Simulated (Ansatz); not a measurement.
# CH4 (triplet): wave-function methods side by side at distance H1–H2 along a hydrogen transfer = 0.745 Å, cc-pVDZ

Aim: climb from Hartree-Fock through coupled cluster and multireference methods for CH4 (triplet) at one geometry and basis, and see what each rung misses.

Method: cc-pVDZ, core rule «outside noble gas», up to 1 orbitals frozen; program: Ansatz 0.2.0, Gaussian basis.

To be run: UHF; CCSD(T) on ROHF; CCSD(T) on UHF; BCCD(T) on ROHF; CISD; CCSDT(Q) on ROHF; CCSDT(Q) on UHF; CISDTQ; CCSDTQ on ROHF; CCSDTQ on UHF; CASSCF and MRCISD+Q, 4 electrons in 4 orbitals; CASSCF and NEVPT2, 4 electrons in 4 orbitals; CASSCF and MRCISD+Q, 8 electrons in 8 orbitals; CASSCF and NEVPT2, 8 electrons in 8 orbitals; Full CI.

## Step 1: What is computed

The geometry derives from fragments relaxed apart (PBE0/def2-TZVP) and kept rigid, so it is no stationary point. A hydrogen atom is moved between rigid fragments.

5 atoms, charge 0, spin multiplicity 3.

Atoms are counted from 1 here; the program's logs count them from 0.

Bond lengths: H1–H2 0.745 Å, C3–H4 1.079 Å, C3–H5 1.079 Å. Angles: H4–C3–H5 134.8°.

## Step 2: UHF

Contents of in.yaml:

```yaml
crystal:
  periodic: [false, false, false]
  atoms:
    - {symbol: H, position_ang: [-2.156214, 0.000000, 0.000000]}
    - {symbol: H, position_ang: [-1.411214, 0.000000, 0.000000]}
    - {symbol: C, position_ang: [0.196786, 0.000000, 0.000000]}
    - {symbol: H, position_ang: [0.611254, 0.000000, 0.996161]}
    - {symbol: H, position_ang: [0.611254, 0.000000, -0.996161]}
basis:
  gaussian: {orbitals: cc-pVDZ}
magnetization: {spin_polarized: true, initial_magnetization: 2}
hamiltonian: {xc: hf}
output: {orbitals: {seedname: orbitals}}
```

On the command line:

```bash
$ ansatz run in.yaml --threads 1 --pin off --events-out ev --progress --plain --max-ram 3956MiB --backend cpu
```

Further steps of the session: CCSD(T) on ROHF; CCSD(T) on UHF; BCCD(T) on ROHF; CISD; CCSDT(Q) on ROHF; CCSDT(Q) on UHF; CISDTQ; CCSDTQ on ROHF; CCSDTQ on UHF; CASSCF and MRCISD+Q, 4 electrons in 4 orbitals; CASSCF and NEVPT2, 4 electrons in 4 orbitals; CASSCF and MRCISD+Q, 8 electrons in 8 orbitals; CASSCF and NEVPT2, 8 electrons in 8 orbitals; Full CI.

**Question.** What will the summary of the whole plan be? Wanted: FCI below the RHF energy; RMP2 from FCI; UMP2 from FCI; RCCSD from FCI; RCCSD(T) from FCI; UCCSD(T) from FCI; RCCSDT(Q) from FCI; UCCSDT(Q) from FCI; NEVPT2 pair from FCI.

The runs gave:

| quantity | value |
| --- | --- |
| FCI below the RHF energy | -4.5038 eV |
| RMP2 from FCI | +874.8 meV |
| UMP2 from FCI | +854.1 meV |
| RCCSD from FCI | +84.0 meV |
| RCCSD(T) from FCI | +16.0 meV |
| UCCSD(T) from FCI | +15.5 meV |
| RCCSDT(Q) from FCI | +0.2 meV |
| UCCSDT(Q) from FCI | -0.7 meV |
| NEVPT2 pair from FCI | +822.9 meV |
| MRCISD+Q pair from FCI | +5.2 meV |
| NEVPT2 valence from FCI | +697.5 meV |
| levels within 1 kcal/mol (43 meV) | RCCSD(T), UCCSD(T), BCCD(T), RCCSDT, UCCSDT, CISDTQ, RCCSDT(Q), UCCSDT(Q), RCCSDTQ, UCCSDTQ, MRCISD+Q pair, MRCISD+Q valence |
| T1 diagnostic | 0.025 |
| effectively unpaired electrons | 2.02 |

In words: RCCSD(T) lands +16.0 meV from the yardstick (0.4 % of the correlation energy). One determinant dominates. Of the multireference levels listed MRCISD+Q pair comes nearest in total energy (+5.2 meV), which doesn't show that its space is the better one. These misses are within one basis, not against nature; the frozen cores of restricted and unrestricted runs differ, which can shift their rows.
